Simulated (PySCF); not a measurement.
Stepwise substitution at one centre (Al F-I). All species are isolated molecules in the gas phase. Strings in code marks are SMILES.

The S1 excitation (TDA) from two functionals at the same geometries (B3LYP-D3(BJ)/def2-TZVP), both in PySCF: PBE-D3(BJ)/def2-TZVP and B3LYP-D3(BJ)/def2-TZVP. B3LYP has the VWN-RPA correlation part, as in Gaussian. Excitations are Tamm–Dancoff values on a coarser integration grid. The basis has no diffuse functions, so Rydberg states are missing or too high.

```
species                                     PBE-D3(BJ)/def2-TZVP (eV)
------------------------------------------  -------------------------
0 of 3 F replaced by I (`[F][Al]([F])[F]`)                       7.28
1 of 3 F replaced by I                                           4.89
2 of 3 F replaced by I (`[F][Al]([I])[I]`)                       4.43
3 of 3 F replaced by I (`[I][Al]([I])[I]`)                       4.00
```

Question: What does B3LYP-D3(BJ)/def2-TZVP give for each?

Answer: 
- 0 of 3 F replaced by I (`[F][Al]([F])[F]`): 8.12
- 1 of 3 F replaced by I: 5.18
- 2 of 3 F replaced by I (`[F][Al]([I])[I]`): 4.78
- 3 of 3 F replaced by I (`[I][Al]([I])[I]`): 4.38
Over these rows, drawn at random from the members with no instability flagged (it was tested for open shells, ions and some series alone), PBE minus B3LYP-D3(BJ): mean -0.46 eV, from -0.84 eV to -0.29 eV.
